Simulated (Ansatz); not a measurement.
# SiCN (quartet): the correlation ladder at distance N2–Si3 = 2.350 Å, cc-pVDZ

Aim: climb from Hartree-Fock through coupled cluster and multireference methods for SiCN (quartet) at one geometry and basis, and see what each rung misses.

The runs use Ansatz 0.2.0, Gaussian basis; cc-pVDZ, core rule «outside noble gas», up to 7 orbitals frozen.

The runs, in order: UHF; CCSD(T) on ROHF; CCSD(T) on UHF; BCCD(T) on ROHF; CISD; CCSDT(Q) on ROHF; CCSDT(Q) on UHF; CASSCF and MRCISD+Q, 5 electrons in 5 orbitals; CASSCF and NEVPT2, 5 electrons in 5 orbitals; CASSCF and NEVPT2, 11 electrons in 11 orbitals.

25 further runs of the same task are left out: 5 for a known fault of the program, 2 for a mislabelled method, 11 that didn't finish, 7 set aside as unsound or not needed.

### 1 The geometry

The geometry derives from a PBE0/def2-TZVP stationary point (not a proven minimum). One bond is set to the value named and the two fragments are kept rigid.

3 atoms, charge 0, spin multiplicity 4.

Atoms are counted from 1 here; the program's logs count them from 0.

Bond lengths: C1–N2 1.181 Å.

As a file:

```xyz
3
charge 0, multiplicity 4
C     0.00000    0.00000   -1.57073
N     0.00000    0.00000   -0.38963
Si    0.00000    0.00000    1.96037
```

### 2 UHF

The input, in.yaml:

```yaml
crystal:
  periodic: [false, false, false]
  atoms:
    - {symbol: C, position_ang: [0.000000, 0.000000, -1.570733]}
    - {symbol: N, position_ang: [0.000000, 0.000000, -0.389633]}
    - {symbol: Si, position_ang: [0.000000, 0.000000, 1.960367]}
basis:
  gaussian: {orbitals: cc-pVDZ}
magnetization: {spin_polarized: true, initial_magnetization: 3}
hamiltonian: {xc: hf}
output: {orbitals: {seedname: orbitals}}
```

Started as:

```bash
> ansatz run in.yaml --threads 1 --pin off --events-out ev --progress --plain --max-ram 2393MiB
```

Further steps of the session: CCSD(T) on ROHF; CCSD(T) on UHF; BCCD(T) on ROHF; CISD; CCSDT(Q) on ROHF; CCSDT(Q) on UHF; CASSCF and MRCISD+Q, 5 electrons in 5 orbitals; CASSCF and NEVPT2, 5 electrons in 5 orbitals; CASSCF and NEVPT2, 11 electrons in 11 orbitals.

Before running them: what should the planned runs give, taken together? Wanted: RCCSDT(Q) below the RHF energy; RMP2 from RCCSDT(Q); UMP2 from RCCSDT(Q); RCCSD from RCCSDT(Q); RCCSD(T) from RCCSDT(Q); UCCSD(T) from RCCSDT(Q); UCCSDT(Q) from RCCSDT(Q); MRCISD+Q pair from RCCSDT(Q); NEVPT2 valence from RCCSDT(Q).

As calculated:

| quantity | value |
| --- | --- |
| RCCSDT(Q) below the RHF energy | -10.2493 eV |
| RMP2 from RCCSDT(Q) | +1286.6 meV |
| UMP2 from RCCSDT(Q) | +2211.2 meV |
| RCCSD from RCCSDT(Q) | +578.9 meV |
| RCCSD(T) from RCCSDT(Q) | +101.3 meV |
| UCCSD(T) from RCCSDT(Q) | +162.3 meV |
| UCCSDT(Q) from RCCSDT(Q) | -18.6 meV |
| MRCISD+Q pair from RCCSDT(Q) | +402.6 meV |
| NEVPT2 valence from RCCSDT(Q) | +1479.7 meV |
| levels within 1 kcal/mol (43 meV) | UCCSDT(Q) |
| T1 diagnostic | 0.059 |
| effectively unpaired electrons | 3.11 |

**Reading.** RCCSD(T) lands +101.3 meV from the yardstick (1.0 % of the correlation energy). CCSD(T) misses by +101.3 meV on the restricted determinant and by +162.3 meV on the unrestricted one; the two need not hold the same state or core. The occupations are near whole numbers, but T1 = 0.059 shows that the orbitals relax strongly. Of the multireference levels listed MRCISD+Q pair comes nearest in total energy (+402.6 meV), which doesn't show that its space is the better one. These misses are within one basis, not against nature; the frozen cores of restricted and unrestricted runs differ, which can shift their rows.
